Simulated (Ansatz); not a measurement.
# AlP (singlet): the correlation ladder, 6-31G

The task here is to estimate one member of a computed series from the others.

Program: Ansatz 0.2.0, Gaussian basis. Level of theory: 6-31G, core rule «outside noble gas», up to 10 orbitals frozen. These are calculated values, not measurements.

To be run: UHF; CCSD(T) on RHF; CCSD(T) on UHF; BCCD(T) on RHF; CISD; CCSDT(Q) on RHF; CCSDT(Q) on UHF; CISDTQ; CCSDTQ on RHF; CCSDTQ on UHF; CASSCF and MRCISD+Q, 8 electrons in 8 orbitals; CASSCF and MRCISD+Q(relaxed), 8 electrons in 8 orbitals; CASSCF and NEVPT2, 8 electrons in 8 orbitals; Full CI; Full CI, several states.

9 further runs of the same task are left out: 3 that didn't finish, 6 set aside as unsound or not needed. Runs told in other sessions of the task aren't counted.

## What is computed

The geometry is a PBE0/def2-TZVP stationary point (not a proven minimum).

2 atoms, charge 0, spin multiplicity 1.

Atoms are counted from 1 here; the program's logs count them from 0.

Bond lengths: Al1–P2 2.073 Å.

The first run:

in.yaml reads:

```yaml
crystal:
  periodic: [false, false, false]
  atoms:
    - {symbol: Al, position_ang: [0.000000, 0.000000, 0.000000]}
    - {symbol: P, position_ang: [0.000000, 0.000000, 2.072600]}
basis:
  gaussian: {orbitals: 6-31G}
magnetization: {spin_polarized: true, initial_magnetization: 0}
hamiltonian: {xc: hf}
output: {orbitals: {seedname: orbitals}}
```

Started as:

```sh
$ ansatz run in.yaml --threads 1 --pin off --events-out ev --progress --plain --max-ram 2393MiB
```

Steps of the session up to this table: UHF; CCSD(T) on RHF; CCSD(T) on UHF; BCCD(T) on RHF; CISD; CCSDT(Q) on RHF; CCSDT(Q) on UHF; CISDTQ; CCSDTQ on RHF; CCSDTQ on UHF; CASSCF and MRCISD+Q, 8 electrons in 8 orbitals; CASSCF and MRCISD+Q(relaxed), 8 electrons in 8 orbitals; CASSCF and NEVPT2, 8 electrons in 8 orbitals; Full CI; Full CI, several states.

One of the session's tables, all rows but one given; the rest of the session is left out.

It belongs to the step «Misses and costs». 

```
                   method  from FCI (meV)
                      RHF               ?
                     RMP2          +745.3
                     CISD          +639.1
                    RCCSD          +257.1
                 RCCSD(T)           +48.9
                  BCCD(T)           +50.9
                   RCCSDT           +17.7
                   CISDTQ           +53.4
                RCCSDT(Q)            -8.6
                  RCCSDTQ            +2.9
           CASSCF valence          +663.4
           NEVPT2 valence          +199.6
           MRCISD valence           +19.5
         MRCISD+Q valence            +5.8
MRCISD+Q(relaxed) valence            -1.1
                      FCI               0
```

Q: Estimate the row for RHF from the others.

**Answer.** from FCI (meV): +3731.4. In the column «from FCI (meV)» it is the highest.

Left out of the table: UHF, UMP2, UCCSD, UCCSD(T), UCCSDT, UCCSDT(Q), UCCSDTQ (another determinant or state than the rows shown). UCCSDT(Q) lies 0.17 eV below the table's zero, so the state tabled may not be the lowest.

Caveats from the session: RCCSDT(Q) falls below full CI, which methods that aren't variational can do.
